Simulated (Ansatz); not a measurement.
**SiHO (quartet): wave-function methods side by side, cc-pVDZ**

One table from this session's results is given with a row withheld; the runs are named, their logs left out.

The runs use Ansatz 0.2.0, Gaussian basis; cc-pVDZ, core rule «outside noble gas», up to 6 orbitals frozen.

To be run: UHF; CCSD(T) on ROHF; CCSD(T) on UHF; BCCD(T) on ROHF; CISD; CCSDT(Q) on ROHF; CCSDT(Q) on UHF.

35 further runs of the same task are left out: 9 for a known fault of the program, 10 that didn't finish, 16 set aside as unsound or not needed.

**What is computed**

The geometry is a PBE0/def2-TZVP stationary point (not a proven minimum).

3 atoms, charge 0, spin multiplicity 4.

Atoms are counted from 1 here; the program's logs count them from 0.

Bond lengths: Si1–O2 1.728 Å, Si1–H3 1.496 Å. Angles: O2–Si1–H3 115.5°.

The first run:

in.yaml

```yaml
crystal:
  periodic: [false, false, false]
  atoms:
    - {symbol: Si, position_ang: [0.000000, -0.094440, 0.592147]}
    - {symbol: O, position_ang: [0.000000, 0.091474, -1.126196]}
    - {symbol: H, position_ang: [0.000000, 1.179495, 1.376770]}
basis:
  gaussian: {orbitals: cc-pVDZ}
magnetization: {spin_polarized: true, initial_magnetization: 3}
hamiltonian: {xc: hf}
output: {orbitals: {seedname: orbitals}}
```

Launch:

```
> ansatz run in.yaml --threads 1 --pin off --events-out ev --progress --plain --max-ram 2393MiB
```

Among the steps run: UHF; CCSD(T) on ROHF; CCSD(T) on UHF; BCCD(T) on ROHF; CISD; CCSDT(Q) on ROHF; CCSDT(Q) on UHF.

One of the session's tables, all rows but one given; the rest of the session is left out.

```
   method  from UCCSDT(Q) (meV)
     ROHF                     ?
      UHF               +6341.8
     RMP2                +915.9
     UMP2                +910.9
     CISD                +537.4
    RCCSD                +177.4
    UCCSD                +173.9
 RCCSD(T)                 +40.7
 UCCSD(T)                 +40.0
  BCCD(T)                 +40.7
   RCCSDT                 +13.7
   UCCSDT                 +12.7
RCCSDT(Q)                  +2.7
UCCSDT(Q)                     0
```

Estimate the missing values for ROHF.

**Answer.** from UCCSDT(Q) (meV): +6502.7. In the column «from UCCSDT(Q) (meV)» it is the highest.

Among the levels timed on like hardware and quicker than the yardstick, those that no quicker one beats, quickest first: UCCSD(T) (1.2 s, +40.0 meV).

With the free atoms at the same levels and basis (separate runs), the atomisation energy is 4.687 eV at UCCSDT(Q), 4.666 eV at RCCSD(T), 4.664 eV at UCCSD(T), 3.401 eV at ROHF.

To keep in mind: Restricted and unrestricted rows rest on different reference determinants; where their highest levels disagree by more than a few hundredths of an eV, they describe different states and don't form one ladder.
